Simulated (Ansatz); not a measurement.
**C2H8Si (built from SMILES C[SiH2]C): a reaction path by the nudged elastic band**

What path joins these two structures, and how high does it climb? Both ends were relaxed at PBE0-D4 in triple zeta.

Method: PBE0-D4/def2-SVP; program: Ansatz 0.2.0, Gaussian basis.

### 1 The system as given

The first end: 11 atoms, charge 0, spin multiplicity 1.

Atoms are counted from 1 here; the program's logs count them from 0.

Bond lengths: Si1–H2 1.491 Å, Si1–H3 1.491 Å, Si1–C4 1.872 Å, Si1–C5 1.872 Å, C4–H6 1.092 Å, C4–H7 1.093 Å, C4–H8 1.093 Å, C5–H9 1.093 Å, C5–H10 1.093 Å, C5–H11 1.092 Å. Angles: H2–Si1–H3 107.3°, H2–Si1–C4 109.5°, H2–Si1–C5 109.5°, H3–Si1–C4 109.5°, H3–Si1–C5 109.5°, C4–Si1–C5 111.4°, Si1–C4–H6 111.1°, Si1–C4–H7 110.9°, Si1–C4–H8 110.9°, H6–C4–H7 108.0°, H6–C4–H8 108.0°, H7–C4–H8 108.0°, Si1–C5–H9 110.9°, Si1–C5–H10 110.9°, Si1–C5–H11 111.1°, H9–C5–H10 108.0°, H9–C5–H11 108.0°, H10–C5–H11 108.0°.

Geometry (Å):

```csv
atom,x (Å),y (Å),z (Å)
Si1,0.2022,-0.6813,-0.1501
H2,-0.6838,-1.8806,-0.1780
H3,1.5807,-1.1396,-0.4874
C4,0.1940,0.0617,1.5680
C5,-0.3768,0.5532,-1.4325
H6,0.5371,-0.6625,2.3104
H7,-0.8125,0.3815,1.8493
H8,0.8515,0.9332,1.6184
H9,-1.3962,0.8856,-1.2209
H10,0.2698,1.4344,-1.4444
H11,-0.3663,0.1143,-2.4327
```

The second end:

```csv
atom,x (Å),y (Å),z (Å)
Si1,1.0440,-0.1502,-0.2233
H2,-0.2557,-1.8193,-0.2490
H3,0.4756,-2.0165,-0.4205
C4,0.2494,0.1446,1.4881
C5,-0.2919,0.6102,-1.3565
H6,0.6791,-0.4959,2.2618
H7,-0.8406,0.0929,1.5352
H8,0.5339,1.1730,1.7500
H9,-1.3276,0.5113,-1.0239
H10,-0.0606,1.6841,-1.3722
H11,-0.2059,0.2657,-2.3897
```

### 2 The band at PBE0-D4/def2-SVP

Contents of neb/in.yaml:

```yaml
crystal:
  periodic: [false, false, false]
  atoms:
    - {symbol: Si, position_ang: [0.202229, -0.681322, -0.150111]}
    - {symbol: H, position_ang: [-0.683791, -1.880583, -0.178017]}
    - {symbol: H, position_ang: [1.580717, -1.139576, -0.487430]}
    - {symbol: C, position_ang: [0.193998, 0.061651, 1.567951]}
    - {symbol: C, position_ang: [-0.376757, 0.553244, -1.432476]}
    - {symbol: H, position_ang: [0.537123, -0.662475, 2.310373]}
    - {symbol: H, position_ang: [-0.812495, 0.381476, 1.849310]}
    - {symbol: H, position_ang: [0.851511, 0.933225, 1.618373]}
    - {symbol: H, position_ang: [-1.396227, 0.885553, -1.220947]}
    - {symbol: H, position_ang: [0.269773, 1.434357, -1.444375]}
    - {symbol: H, position_ang: [-0.366282, 0.114350, -2.432750]}
basis:
  gaussian: {orbitals: def2-SVP}
hamiltonian: {xc: pbe0, dispersion: d4}
neb:
  images: 5
  climbing: true
  max_iterations: 40
  initial_path: idpp
  final_atoms:
    - {symbol: Si, position_ang: [1.043996, -0.150172, -0.223289]}
    - {symbol: H, position_ang: [-0.255652, -1.819281, -0.249047]}
    - {symbol: H, position_ang: [0.475634, -2.016454, -0.420549]}
    - {symbol: C, position_ang: [0.249430, 0.144598, 1.488072]}
    - {symbol: C, position_ang: [-0.291911, 0.610152, -1.356521]}
    - {symbol: H, position_ang: [0.679077, -0.495937, 2.261824]}
    - {symbol: H, position_ang: [-0.840632, 0.092850, 1.535198]}
    - {symbol: H, position_ang: [0.533945, 1.173014, 1.750021]}
    - {symbol: H, position_ang: [-1.327627, 0.511316, -1.023873]}
    - {symbol: H, position_ang: [-0.060569, 1.684138, -1.372215]}
    - {symbol: H, position_ang: [-0.205891, 0.265677, -2.389721]}
```

Run with:

```console
ansatz run in.yaml --threads 2 --pin off --events-out ev --progress --plain --max-ram 4352MiB
```

**Question.** What will these runs give? Wanted: barrier over the separately found saddle, CCSD(T)/def2-TZVPP.

**Answer**, as computed:

```
                                                    quantity                                           value
                             PBE0-D4/def2-SVP, 10 iterations  highest 2.823 eV (image 4), last end +2.632 eV
barrier over the separately found saddle, CCSD(T)/def2-TZVPP                                        2.981 eV
```

What this shows: The highest image lies 2.823 eV above the first end, and it climbed, so it estimates the saddle. The ends are not quite minima at this level (largest force component 0.35 eV/Å), so the heights are unreliable: relaxing the first end would lower it and raise the barrier above it. The highest image is 0.158 eV below the CCSD(T) barrier in triple zeta, which comes from separate runs on the saddle.
